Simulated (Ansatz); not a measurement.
# AlBN (doublet): from Hartree-Fock to the top rungs, cc-pVTZ

The task here is to estimate one member of a computed series from the others.

Program: Ansatz 0.2.0, Gaussian basis. Level of theory: cc-pVTZ, core rule «outside noble gas», up to 7 orbitals frozen. These are calculated values, not measurements.

To be run: UHF; CCSD(T) on ROHF; CCSD(T) on UHF; BCCD(T) on ROHF; CCSDT(Q) on ROHF; CCSDT(Q) on UHF.

8 further runs of the same task are left out: 5 for a known fault of the program, 3 set aside as unsound or not needed.

## What is computed

The geometry is a PBE0/def2-TZVP stationary point (not a proven minimum) of the parent state, kept for this charge and spin.

3 atoms, charge 0, spin multiplicity 2.

Atoms are counted from 1 here; the program's logs count them from 0.

Bond lengths: B1–Al2 2.076 Å, Al2–N3 1.758 Å. Angles: B1–Al2–N3 180.0°.

The first run:

File in.yaml:

```yaml
crystal:
  periodic: [false, false, false]
  atoms:
    - {symbol: B, position_ang: [0.000000, 0.000000, 1.969867]}
    - {symbol: Al, position_ang: [0.000000, 0.000000, -0.105833]}
    - {symbol: N, position_ang: [0.000000, 0.000000, -1.864033]}
basis:
  gaussian: {orbitals: cc-pVTZ}
magnetization: {spin_polarized: true, initial_magnetization: 1}
hamiltonian: {xc: hf}
output: {orbitals: {seedname: orbitals}}
```

Command:

```bash
$ ansatz run in.yaml --threads 1 --pin off --events-out ev --progress --plain --max-ram 4096MiB --backend cpu
```

Among the steps run: UHF; CCSD(T) on ROHF; CCSD(T) on UHF; BCCD(T) on ROHF; CCSDT(Q) on ROHF; CCSDT(Q) on UHF.

One table of the session follows, with a row left open; its other results are not shown here.

It belongs to the step «Misses and costs». 

```
   method  from RCCSDT(Q) (kJ/mol)
     ROHF                   +973.1
      UHF                   +775.9
     RMP2                   +167.9
     UMP2                   +168.4
    RCCSD                    +74.8
    UCCSD                    +53.8
 RCCSD(T)                    +16.2
 UCCSD(T)                     +2.7
  BCCD(T)                    +17.9
   RCCSDT                        ?
   UCCSDT                    -21.2
RCCSDT(Q)                        0
UCCSDT(Q)                    -47.4
```

Q: Estimate the row for RCCSDT from the others.

**Answer.** from RCCSDT(Q) (kJ/mol): +8.5. In the column «from RCCSDT(Q) (kJ/mol)» it lies between UCCSD(T) (+2.7) and RCCSD(T) (+16.2).

Caveats from the session: The determinant is far from a pure spin state, so its energy mixes those of several spin states (harmless only where they are near-degenerate, as at dissociation). Warnings: spin contamination; large T1 diagnostic. Restricted and unrestricted rows rest on different reference determinants; where their highest levels disagree by more than a few hundredths of an eV, they describe different states and don't form one ladder.
